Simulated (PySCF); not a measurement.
NaN⁺: one state, many levels of theory

State: ⁴Σ⁻ (quartet), unpaired electrons σ ↑, π ↑↑. Set-up: Na def2-SVP, N def2-SVP; no relativity (PySCF 2.14). De refers to Na⁺ + N in their high-spin ground configurations, without counterpoise correction. The functionals are run spin-unrestricted. A positive dipole points towards N; it is taken about the centre of mass and depends on that origin.

```tsv
Level	Re (Å)	ωe (cm⁻¹)	De (eV)	μ (D)
UHF	2.731	126	0.119	-4.38
UHF-MP2	2.726	133	0.139	n/a
UHF-SCS-MP2	2.728	132	0.135	n/a
UHF-CCSD	2.722	135	0.145	n/a
UHF-CCSD(T)	2.721	136	0.148	n/a
PBE	2.668	147	0.207	-4.11
revPBE	2.738	135	0.189	-4.26
r²SCAN	2.674	142	0.165	-4.19
M06-L	2.767	123	0.129	-4.42
TPSSh	2.700	137	0.169	-4.23
PBE0	2.673	142	0.171	-4.19
```

The bond length runs from 2.668 Å (PBE) to 2.767 Å (M06-L). De spans 0.12 eV (UHF, mean field) to 0.21 eV (PBE, GGA). Correlation at CCSD(T) changes the Hartree–Fock bond energy by +0.03 eV; the triples alone change it by +0.01 eV.

Correlated steps freeze 2 core orbitals. The bond is weak. Basis-set superposition, not corrected here, can be much of De in a small basis, most of all at correlated wavefunction levels. For an ion De counts to the pair picked by the measured ionisation energies or electron affinities, which need not be the lowest pair at this level. The state is the lowest determinant that a PBE0 search found; another state may lie lower at other levels.

The whole job (state search and all levels along the bond) took about 0.43 min on 1 thread of Intel Xeon 6975P-C (shared host), peak memory 0.36 GiB.
